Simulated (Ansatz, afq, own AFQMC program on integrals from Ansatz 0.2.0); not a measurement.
Where AFQMC and coupled cluster stand for SBr⁺, triplet

```xyz
2

S     0.0000    0.0000    0.0000
Br    0.0000    0.0000    2.0253
```

Basis cc-pVDZ. Only valence electrons are correlated. AFQMC by an in-house program on the Cholesky factors that Ansatz 0.2.0 writes for its CCSD(T) run. The CISD trial takes its coefficients from CCSD amplitudes. Released means that phaseless walkers are propagated on without the constraint, phases kept. Free projection: walkers drawn from exp(T), propagated without any constraint. Its projection time is finite, and what remains of the start isn't in its error. ± is one standard error of the sampling. No spin–orbit coupling.

Determinant: UHF, the one that the program's search chose, which needn't be the lowest solution. The geometry is a point of a scan.

No full CI on the walks' own integrals is used here; CCSDT(Q) serves as the reference and is uncertain by about the last step of the cluster series.

Cautions: no relativity below Rb; no spin-orbit coupling; inner d shell frozen; lower spins were not checked.

The T1 diagnostic is 0.0358, the weight of the determinant in the CISD state is 0.859 and the ⟨S²⟩ of the determinant is 2.024. The size of the correlated space is 12 electrons in 26 orbitals.

Reference: CCSDT(Q), correlation energy -6.771 eV. The released energy is read at 2.40 1/Eh (meV from the phaseless value at times in 1/Eh: -19 ± 16 at 0.24, -18 ± 13 at 0.51, -15 ± 15 at 0.99, -40 ± 16 at 1.62, -39 ± 21 at 2.40).

| level | E − E(reference) (kJ/mol) | share of correlation (%) |
| --- | --- | --- |
| HF | 653.3 | 0.00 |
| MP2 | 99.0 | 84.85 |
| CCSD | 26.7 | 95.92 |
| CCSD(T) | 4.8 | 99.26 |
| CCSDT | 2.0 | 99.69 |
| ph-AFQMC/HF | 0.1 ± 7.5 | 99.99 |
| ph-AFQMC/CISD | 4.3 ± 1.3 | 99.34 |
| released AFQMC | 0.5 ± 2.0 | 99.92 |
| free AFQMC | 1.0 ± 1.5 | 99.84 |

Free projections are given only where their last times agree within the noise and don't stop above the reference; a slow remainder of the start can still hide under it. A walk keeps the symmetry of its determinant, which the program's search chose and which needn't be the lowest solution, so a lower state of the same spin and another symmetry isn't excluded. Released energies are given only where the last usable release times agree within the noise; a slower fall can still hide under it.
